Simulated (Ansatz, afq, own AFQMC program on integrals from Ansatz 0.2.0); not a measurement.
**BSiH₄⁺, triplet in 6-31G, levels against CCSDT(Q)**

```xyz
6

Si    0.0000    0.0000    0.5624
B     0.0000    0.0000   -1.3599
H     0.0000    1.2187    1.4093
H     0.0000   -1.2187    1.4093
H     0.0000    1.0370   -1.9521
H     0.0000   -1.0370   -1.9521
```

Connectivity, by distances: SiH2–BH2.

Basis 6-31G. Only valence electrons are correlated. Integrals, coupled cluster, full CI and functionals: Ansatz 0.2.0; the random walks run on the same integrals in our own AFQMC program. The CISD trial takes its coefficients from CCSD amplitudes. Released means that phaseless walkers are propagated on without the constraint, phases kept. Free projection: walkers drawn from exp(T), propagated without any constraint. Its projection time is finite, and what remains of the start isn't in its error. ± is one standard error of the sampling.

Determinant: UHF, the one that the program's search chose, which needn't be the lowest solution. The geometry is a PBE0/def2-TZVP stationary point of this or a neighbouring charge and spin state.

No full CI on the walks' own integrals is used here; CCSDT(Q) serves as the reference and is uncertain by about the last step of the cluster series.

Cautions: lower spins were not checked.

* T1 diagnostic: 0.0208
* weight of the determinant in the CISD state: 0.903
* ⟨S²⟩ of the determinant: 2.004
* size of the correlated space: 10 electrons in 24 orbitals

Reference: CCSDT(Q), correlation energy -3.493 eV. The released energy is read at 2.40 1/Eh (meV from the phaseless value at times in 1/Eh: -13 ± 7 at 0.24, -15 ± 7 at 0.51, -19 ± 5 at 0.99, -13 ± 7 at 1.62, -21 ± 7 at 2.40).

| level | E − E(reference) (kJ/mol) | share of correlation (%) |
| --- | --- | --- |
| HF | 337.0 | 0.00 |
| MP2 | 98.8 | 70.70 |
| CCSD | 10.6 | 96.87 |
| CCSD(T) | 3.1 | 99.07 |
| CCSDT | 0.2 | 99.93 |
| ph-AFQMC/HF | 6.2 ± 2.9 | 98.17 |
| ph-AFQMC/CISD | 2.3 ± 0.5 | 99.33 |
| released AFQMC | 0.2 ± 0.6 | 99.94 |
| free AFQMC | 0.1 ± 0.7 | 99.96 |

Free projections are given only where their last times agree within the noise and don't stop above the reference; a slow remainder of the start can still hide under it. A walk keeps the symmetry of its determinant, which the program's search chose and which needn't be the lowest solution, so a lower state of the same spin and another symmetry isn't excluded. Released energies are given only where the last usable release times agree within the noise; a slower fall can still hide under it.
